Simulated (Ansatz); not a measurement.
The reference is Ir in the fcc (Cu type) structure (space group Fm-3m, No. 225).

```xyz
1
Lattice="0.0000 1.9222 1.9222 1.9222 0.0000 1.9222 1.9222 1.9222 0.0000" Properties=species:S:1:pos:R:3 pbc="T T T"
Ir     0.0000     0.0000     0.0000
```

Computed with Kohn–Sham DFT with the r2SCAN functional, run in Ansatz (a quantum-chemistry and plane-wave program) with PAW and 500 eV plane waves, spin-orbit coupling left out.

One thing is altered: Rh takes the place of Ir on all its sites, then cell and atoms are relaxed.

Measured lattice parameter a: Ir 3.831 Å (static lattice; corrected from measurement; as listed in Daniel Mejia-Rodriguez, S. B. Trickey, Phys. Rev. B (2018)); Rh 3.794 Å (static lattice; corrected from measurement; as listed in Daniel Mejia-Rodriguez, S. B. Trickey, Phys. Rev. B (2018)).

Q: How well does r2SCAN reproduce the measured shift?

A: With r2SCAN the lattice parameter a moves by -0.044 Å (3.844 → 3.800) against -0.037 Å measured.

No phonon test of stability was made. All final runs are without spin polarisation.
